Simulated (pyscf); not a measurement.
Structures and frequencies: ωB97X-D3(BJ)/def2-SVP in PySCF. Correlated levels are frozen-core, on RHF or UHF. ΔMP2 is the change of the MP2 total energy from the triple- to the quadruple-zeta basis.

### Question
For SiH₄ (SMILES [SiH4]) + Cl–Si:–Cl (SMILES Cl[Si]Cl) [singlet] → H₃Si–SiH(Cl)–Cl (SMILES [SiH3][SiH](Cl)Cl), an insertion (singlet surface; H–Si broken, Si–Si, H–Si formed), PBE/def2-TZVP gives ΔE‡ = 13.9 kcal/mol and ΔE = -31.6 kcal/mol (zero: the separated reactants). In which direction and how far do PBE0-D3(BJ)/def2-TZVP, M06-2X/def2-TZVP, CCSD(T)/def2-TZVPP + ΔMP2(QZVPP) move these?

### Answer
PBE0-D3(BJ): ΔE‡ = 12.0 kcal/mol, ΔE = -37.7 kcal/mol; M06-2X: ΔE‡ = 18.4 kcal/mol, ΔE = -32.2 kcal/mol; CCSD(T): ΔE‡ = 18.3 kcal/mol, ΔE = -33.9 kcal/mol. PBE's barrier lies among them. Its reaction energy lies over all of them, by 0.5 to 6.0 kcal/mol. This is the saddle that the search found; another between the same sides may lie lower. The CCSD(T) − MP2 part came from Ansatz, without density fitting, on the same reference.
